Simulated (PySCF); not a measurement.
Dipole moment and polarisability of `[H]/N=C\C(=C)F`

Species: C3H4FN.
Cartesian coordinates in Å at the GFN2-xTB level; atoms count from 1:
```xyz
9
C3H4FN angstrom
C     -1.2987   -0.2238   -0.2445
C     -0.2496    0.5890   -0.2032
F     -0.4027    1.8856   -0.5544
C      1.1247    0.2583    0.1904
N      1.5840   -0.8494    0.5653
H     -2.2671    0.1283   -0.5515
H     -1.2096   -1.2591    0.0282
H      1.8205    1.0919    0.1454
H      0.9120   -1.6147    0.5990
```

Level: PBE0/def2-SVPD (PySCF), static field, nuclei fixed, core orbitals frozen in the response. The polarisability tensor in these axes (au):

```
x   56.16  0.80  5.81
y    0.80 47.99 -4.24
z    5.81 -4.24 32.20
```

Question: What are the eigenvalues, a third of the trace, and Δα (Δα² = ½Σ(αi − αj)² over the three pairs)?

Answer: Principal values 29.84, 49.02 and 57.50 au; mean 45.45 au = 6.74 Å³ = 7.49 × 10⁻⁴⁰ C²·m²/J; Δα = 24.54 au (54 % of the mean).

Question: What is the dipole moment, and where does it point?

Answer: (-1.81, -0.81, -0.21) D, 1.99 D in size, pointing from the negative to the positive side. Measured along this direction, the outermost atoms are H8 at the negative end and H6 at the positive end.

Question: What depolarisation ratio follows for Rayleigh scattering of linearly polarised light, taking the static tensor?

Answer: ρ = 3Δα²/(45ᾱ² + 4Δα²) = 1806.4/(92964 + 2408.6) = 0.0189.

Question: Along which axes do the principal values lie, and how far do the nuclei extend along each?

Answer: Largest value along (0.97, -0.02, 0.23), where the nuclei span 4.12 Å; middle along (0.07, 0.97, -0.22), 3.57 Å; least along (-0.22, 0.23, 0.95), 0.00 Å. The response follows the extents in order.

Question: Molar refractivity from α?

Answer: Lorentz–Lorenz: R = (4π/3)N_A α = 2.5225 cm³/(mol·Å³) × 6.74 Å³ = 17.0 cm³/mol, in the limit of long wavelengths.

Question: Find the Langevin capture rate constant for H3O+ (19.018 u) meeting this molecule (73.033 u), k = 2.342 × 10⁻⁹ cm³/s × √(α in Å³ / reduced mass in u).

Answer: The reduced mass is 15.09 u, so k = 1.56 × 10⁻⁹ cm³/s. The formula leaves out the permanent dipole, which adds to the capture rate.

Question: Give the eigenvalues of the traceless quadrupole moment Θ = ½Σq(3rr − r²1), origin at the centre of nuclear charge.

Answer: -7.47, -0.22, 7.69 D·Å. The values depend on the origin, since the dipole doesn't vanish. The electronic extent ⟨r²⟩ about the same centre is 405 bohr², a root-mean-square distance of 1.73 Å for the 38 electrons.

Geometry: GFN2-xTB, one conformer, isolated molecule.

The run behind these numbers computed excited states as well. Hardware: one thread, Arm Neoverse N1 (aarch64), shared host with 64 logical CPUs at a one-minute load of 53. Cost: 15 s wall, 0.57 GiB resident at most.
